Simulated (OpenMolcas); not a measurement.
**BSiH5 (boranylsilane) at 6 levels**

Aim: a comparison of 6 runs (HF/STO-3G, HF/3-21G, HF/def2-TZVP, B2PLYP/def2-TZVP, TPSS/def2-TZVP, revPBE/def2-TZVP) of BSiH5 (boranylsilane). 

Program for the calculation: OpenMolcas 26.06.

1 further run of the same task is left out (set aside as unsound or not needed).

## (1) The structure to begin with

The species is BSiH5 (7 atoms), meant as a singlet with charge 0. SMILES: `B[SiH3]`. The Si2–H7 distance was set to 1.711 Å, away from the relaxed value.

Bond lengths: B1–Si2 2.010 Å, B1–H3 1.196 Å, B1–H4 1.195 Å, Si2–H5 1.492 Å, Si2–H6 1.492 Å. Angles: B1–Si2–H5 108.8°, B1–Si2–H6 108.8°, Si2–B1–H3 118.9°, Si2–B1–H4 123.6°, H5–Si2–H6 107.3°, H3–B1–H4 117.5°. A long bond or contact: Si2–H7 1.711 Å.

## (2) The energy at HF/STO-3G (run 1)

File run.input:

```
* BH5Si Hartree-Fock
>>> EXPORT MOLCAS_PRINT=2

&gateway
  baslib=$CurrDir
  coord
  7
  angstrom
  B       -0.251045      -1.269038       0.217952
  Si      -0.118745       0.705262      -0.134848
  H       -1.333845      -1.770638       0.303752
  H        0.698555      -1.982538       0.349052
  H       -0.823845       1.013362      -1.413548
  H       -0.831445       1.436662       0.953252
  H        1.474500       1.318800      -0.239500
  basis=STO-3G
  group=NoSym

&seward

&scf
  thresholds=1e-10 1e-07 1e-07 1e-05
  prorbitals=1 2
```

The basis set STO-3G is read from a file made from the Basis Set Exchange's data (not shown).

The run is started by

```console
$ export MOLCAS_MEM=1860
$ pymolcas run.input > run.log
```

Standard output:

```text
--- Start Module: gateway ---
[...]
--- Stop Module: gateway /rc=_RC_ALL_IS_WELL_ ---
--- Start Module: seward ---
[...]
      Basis functions           19
--- Stop Module: seward /rc=_RC_ALL_IS_WELL_ ---
--- Start Module: scf ---
[...]
       Convergence after   9 Iterations
[...]
::    Total SCF energy                               -312.8118309955
[...]
      Total spin, S                                     0.0000000000
[...]
      Total electronic charge=   24.000000
      Total            charge=   -0.000000
[...]
      Dipole Moment (debye):
      Origin of the operator (angstrom)=   -0.1569    0.1312   -0.0323
                   X= -9.9595E-02               Y= -2.7010E-01               Z=  4.8151E-02           Total=  2.9187E-01
      Quadrupole Moment (debye*angstrom):
[...]
--- Stop Module: scf /rc=_RC_ALL_IS_WELL_ ---
[...]
```

Wall time 2 s (1 thread of Intel Xeon Platinum 8259CL at 2.50GHz (Skylake/Cascade Lake), shared host); peak memory 0.37 GiB.

## (3) The energy at HF/3-21G (run 2)

File struct.xyz:

```xyz
7

B     -0.251045    -1.269038     0.217952
Si    -0.118745     0.705262    -0.134848
H     -1.333845    -1.770638     0.303752
H      0.698555    -1.982538     0.349052
H     -0.823845     1.013362    -1.413548
H     -0.831445     1.436662     0.953252
H      1.474500     1.318800    -0.239500
```

File run.inp:

```
&GATEWAY
BasLib = $CurrDir
Coord = struct.xyz
Basis = 3-21G
Group = NoSym
&SEWARD
&SCF
Thresholds = 1e-10 1e-07 1e-07 1e-05
PrOrbitals = 1 1
```

The basis set 3-21G is read from a file made from the Basis Set Exchange's data (not shown).

The run is started by

```console
$ export MOLCAS_MEM=1860
$ pymolcas run.inp > run.log
```

Standard output:

```text
--- Start Module: gateway ---
[...]
--- Stop Module: gateway /rc=_RC_ALL_IS_WELL_ ---
--- Start Module: seward ---
[...]
      Basis functions           32
--- Stop Module: seward /rc=_RC_ALL_IS_WELL_ ---
--- Start Module: scf ---
[...]
       Convergence after  10 Iterations
[...]
::    Total SCF energy                               -314.7709352992
[...]
      Total spin, S                                     0.0000000000
[...]
      Total electronic charge=   24.000000
      Total            charge=   -0.000000
[...]
      Dipole Moment (debye):
      Origin of the operator (angstrom)=   -0.1569    0.1312   -0.0323
                   X= -3.2954E-01               Y= -6.3178E-01               Z=  1.1220E-01           Total=  7.2134E-01
      Quadrupole Moment (debye*angstrom):
[...]
--- Stop Module: scf /rc=_RC_ALL_IS_WELL_ ---
[...]
```

It took 2.4 s on 1 thread of Intel Xeon Platinum 8259CL at 2.50GHz (Skylake/Cascade Lake), shared host; peak memory 0.37 GiB.

Runs 3 to 5 aren't shown in full; the table further down has their settings and results.

## (4) A single-point energy at revPBE/def2-TZVP (run 6)

File geom.xyz:

```xyz
7

B     -0.251045    -1.269038     0.217952
Si    -0.118745     0.705262    -0.134848
H     -1.333845    -1.770638     0.303752
H      0.698555    -1.982538     0.349052
H     -0.823845     1.013362    -1.413548
H     -0.831445     1.436662     0.953252
H      1.474500     1.318800    -0.239500
```

File run.input:

```
&GATEWAY
 BasLib=$CurrDir
 Coord=geom.xyz
 Basis=def2-TZVP
 Group=NoSym

&SEWARD
 GridInput
 Grid=UltraFine
 End of Grid

&SCF
 KSDFT=revPBE
 Thresholds=1e-10 1e-07 1e-07 1e-05
 PrOrbitals=1 2
```

The basis set def2-TZVP is read from a file made from the Basis Set Exchange's data (not shown).

The run is started by

```console
$ export MOLCAS_MEM=1860
$ pymolcas run.input > run.log
```

Standard output:

```text
--- Start Module: gateway ---
[...]
--- Stop Module: gateway /rc=_RC_ALL_IS_WELL_ ---
--- Start Module: seward ---
[...]
      Basis functions           98
--- Stop Module: seward /rc=_RC_ALL_IS_WELL_ ---
[...]
--- Start Module: scf ---
[...]
       Convergence after  15 Iterations
[...]
::    Total KS-DFT energy                            -317.2288914433
[...]
      Total spin, S                                     0.0000000000
[...]
      Total electronic charge=   24.000000
      Total            charge=   -0.000000
[...]
      Dipole Moment (debye):
      Origin of the operator (angstrom)=   -0.1569    0.1312   -0.0323
                   X= -3.0546E-01               Y= -4.5740E-01               Z=  8.1021E-02           Total=  5.5596E-01
      Quadrupole Moment (debye*angstrom):
[...]
--- Stop Module: scf /rc=_RC_ALL_IS_WELL_ ---
[...]
```

It took 42 s on 1 thread of Intel Xeon Platinum 8259CL at 2.50GHz (Skylake/Cascade Lake), shared host; peak memory 0.55 GiB.

## (5) All runs side by side

```csv
run,level,frozen core orbitals,integration grid,energy (Eh),dipole moment (D),HOMO energy (eV),LUMO energy (eV),wall time
1,HF/STO-3G,–,–,-312.811831,0.29,-9.48,6.22,2 s
2,HF/3-21G,–,–,-314.770935,0.72,-11.45,1.31,2.4 s
3,HF/def2-TZVP,–,–,-316.486848,0.75,-11.43,0.99,12 s
4,B2PLYP/def2-TZVP,6,UltraFine,-317.135755,0.68,-9.59,-1.16,31 s
5,TPSS/def2-TZVP,–,UltraFine,-317.339856,0.58,-7.44,-3.30,52 s
6,revPBE/def2-TZVP,–,UltraFine,-317.228891,0.56,-7.26,-3.46,42 s
```

## (6) Summary of results

| quantity | value |
| --- | --- |
| run 6: total energy | -317.22889 Eh |
| run 6: dipole moment | 0.56 D |
| run 6: HOMO energy | -7.26 eV |
| run 6: LUMO energy | -3.46 eV |
| run 6: HOMO–LUMO gap | 3.79 eV |

**Reading.** The dipole moment (its size) runs from 0.29 D (HF/STO-3G) to 0.75 D (HF/def2-TZVP). The HOMO–LUMO gap runs from 3.79 eV (revPBE/def2-TZVP) to 15.70 eV (HF/STO-3G). The two ends differ in method and basis. For B2PLYP the log adds the whole second-order term; the table takes 0.27 of it, as the functional is defined. Totals of different functionals can't be ranked against each other. In run 1 the basis is minimal, so the values are rough. All runs together took 2.4 min, the longest 52 s.
